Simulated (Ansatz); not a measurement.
Relative stability

Two relaxed structures of SiH₃SO, doublet (PBE0-D4/def2-TZVP; forces vanish, vibrations not checked).

A:

```
atom    x (Å)    y (Å)    z (Å)
  O1  -1.2502  -0.0311  -0.4437
  S2   1.0658  -1.4278   1.2051
 Si3   0.2778   0.2340   0.1110
  H4  -1.4117  -0.8758  -0.8705
  H5   0.1282  -1.3979   2.1723
  H6   0.1506   1.4533   0.9543
```

B:

O1  (-1.492, -1.062, -0.401)
S2  (-0.408, -0.799, 0.844)
Si3  (0.421, 1.079, 0.287)
H4  (-1.028, -1.567, -1.079)
H5  (1.114, 1.005, -1.036)
H6  (1.394, 1.344, 1.385)
(Å)

Program: Ansatz 0.2.0. Basis: def2-TZVPP. Cores are frozen in the correlated methods; orbitals are unrestricted. B3LYP uses VWN-RPA correlation.

Task: Which structure is lower at CCSD(T), and by how much? (An estimate is asked for; the value comes from the calculation.)

Result: The calculation gives: A, by 229.9 kJ/mol (electronic energy, against the other). By their contacts, A is SiH₃SO ([OH][SiH][SH]) and B is SiH₃SO ([OH][S][SiH2]).

All methods give the same order:

```json
{"method": "PBE-D4", "E(B) − E(A) (kJ/mol)": "207.5"}
{"method": "r2SCAN-D4", "E(B) − E(A) (kJ/mol)": "225.2"}
{"method": "PBE0-D4", "E(B) − E(A) (kJ/mol)": "220.0"}
{"method": "B3LYP-D4", "E(B) − E(A) (kJ/mol)": "218.2"}
{"method": "wB97M-V", "E(B) − E(A) (kJ/mol)": "223.4"}
{"method": "HF", "E(B) − E(A) (kJ/mol)": "240.8"}
{"method": "MP2", "E(B) − E(A) (kJ/mol)": "243.1"}
{"method": "CCSD", "E(B) − E(A) (kJ/mol)": "232.7"}
{"method": "CCSD(T)", "E(B) − E(A) (kJ/mol)": "229.9"}
```

The T1 diagnostic stays at or below 0.018. ⟨S²⟩ of the unrestricted Hartree–Fock references: 0.75 to 0.76 (a pure state has 0.75).

Labels in which every atom is bracketed show which atoms are joined, not bond orders.

For scale, one of the runs: CCSD(T)/def2-TZVPP, 157 basis functions, launched by `ansatz run in.yaml --threads 2 --pin off --events-out ev --progress --plain --max-ram 4352MiB`. Time: 67 s of wall clock on 2 CPU threads of an Arm Neoverse V2; the host was shared. Peak host memory: 2.4 GiB.
